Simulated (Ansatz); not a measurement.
Input for Ansatz (development build ahead of 0.2.0):

```yaml
crystal:
  periodic: [false, false, false]
  atoms:
    - { symbol: F, position_ang: [0.0, 0.0, 0.0] }
    - { symbol: H, position_ang: [1.66791, 0.0, 0.0] }
    - { symbol: H, position_ang: [-1.83213, 0.0, 0.0] }
basis:
  gaussian: { orbitals: "6-31G" }
total_charge: -1
hamiltonian:
  xc: hf
correlation:
  method: fci
  frozen_orbitals: { F: 1, H: 0 }
```

The input is written out in the form of the current development build from the run's settings.

Results

```
Converged    : yes
Total energy : -100.51303 hartree
State        : lowest singlet root, of any spatial symmetry
```

Caution: no diffuse functions for an anion.
